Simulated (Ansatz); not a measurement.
**Al$_{3}$GaN$_{4}$ (Pm)**

Theory: DFT r2SCAN, scalar-relativistic, plane waves, PAW in Ansatz.

Settings: cutoff 500 eV, Γ-centred mesh 6×8×4 on the computed 8-atom cell, Gaussian smearing of 0.02 eV; no spin polarisation.

The structure is relaxed at this level of theory with its symmetry kept. Whether it is the stable form of this composition wasn't checked.

Space group Pm (No. 6). a = 5.038 Å, b = 3.125 Å, c = 5.410 Å, α = 90.00°, β = 90.03°, γ = 90.00°
| atom | site | symmetry | x | y | z |
| --- | --- | --- | --- | --- | --- |
| Al | 1b | m | 0.5002 | 0.5000 | 0.1673 |
| Al | 1b | m | 0.0007 | 0.5000 | 0.8349 |
| Al | 1a | m | 0.0010 | 0.0000 | 0.3316 |
| Ga | 1a | m | 0.4995 | 0.0000 | 0.6662 |
| N | 1a | m | 0.1107 | 0.0000 | 0.6663 |
| N | 1b | m | 0.1227 | 0.5000 | 0.1671 |
| N | 1b | m | 0.6254 | 0.5000 | 0.8407 |
| N | 1a | m | 0.6234 | 0.0000 | 0.3259 |

- Space group: Pm (No. 6)
- Volume per atom: 10.65 Å³
- Formation energy from the elements' standard states (uncorrected): -1.382 eV/atom
- Generalised Kohn–Sham band gap: 4.15 eV, direct at Γ
- Löwdin character of the top 1 eV of the valence band: N 2p 89 %
- Löwdin character of the lowest 1 eV of the conduction band: N 2s 38 %, Ga 4s 17 %, Al 3s 15 %, N 2p 12 %, Al 3p 10 %
- Electron masses at the edge by Cartesian direction of the standard setting (m_e; degenerate bands sorted by energy; no spin-orbit coupling): x: 0.29; y: 0.28; z: 0.29
- Hole masses at the edge by Cartesian direction of the standard setting (m_e; degenerate bands sorted by energy; no spin-orbit coupling): x: 2.9, 0.25; y: 1.8, 0.31; z: 4.2, 3.1
- Bulk modulus: 207 GPa
- Its pressure derivative: 3.9
- Electronic dielectric constant xx, yy, zz of the standard setting (independent particles): 4.6, 4.4, 4.4
- Bader charges (e): Al (1 in the cell) 2.49, Al (1 in the cell) 2.49, Al (1 in the cell) 2.48, Ga (1 in the cell) 1.65, N (1 in the cell) -2.28, N (1 in the cell) -2.48, N (1 in the cell) -2.07, N (1 in the cell) -2.27